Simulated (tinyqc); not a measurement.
Orbital energy against energy difference: ionisation energy by orbital energies and by energy differences in the cc-pvdz basis, for H2O, spin multiplicity 1. Computed by the program tinyqc with PySCF. The cation is unrestricted; errors are against CCSD(T) in this basis, not against experiment.

Geometry (angstrom):

| atom | x | y | z |
|---|---|---|---|
| O | 0.0000 | 0.0000 | 0.0000 |
| H | 0.0000 | 0.7450 | 0.5400 |
| H | 0.0000 | -0.7450 | 0.5400 |

CCSD(T) difference in the same basis = 12.0926 eV

IP-EOM-CCSD = 11.9349 eV

First vertical ionisation energy (eV):

| method | -e(HOMO) | E(cation) - E | error of -e(HOMO) | error of the difference |
|---|---|---|---|---|
| HF | 13.465 | 10.88579 | 1.372 | -1.207 |
| LDA | 6.276 | 12.78769 | -5.816 | 0.695 |
| PBE | 6.176 | 12.43064 | -5.917 | 0.338 |
| PBE0 | 8.264 | 12.34784 | -3.829 | 0.255 |
| CAM-B3LYP | 9.789 | 12.46033 | -2.303 | 0.368 |
| LC-wPBE | 11.267 | 12.51355 | -0.825 | 0.421 |

Estimate the missing row, method = B3LYP.

Computed row:
```
method  -e(HOMO)  E(cation) - E  error of -e(HOMO)  error of the difference
B3LYP      7.891       12.46474             -4.201                    0.372
```

Koopmans errs by +1.37 eV and Delta-HF by -1.21 eV: relaxation, 2.58 eV, lowers the value and the missing correlation difference works against it. The PBE level is off by -5.9 eV through the wrong tail of its potential, though its energy difference is off by +0.34 eV; exact exchange deepens the level, and among the orbital energies LC-wPBE comes closest; among the differences PBE0 does.
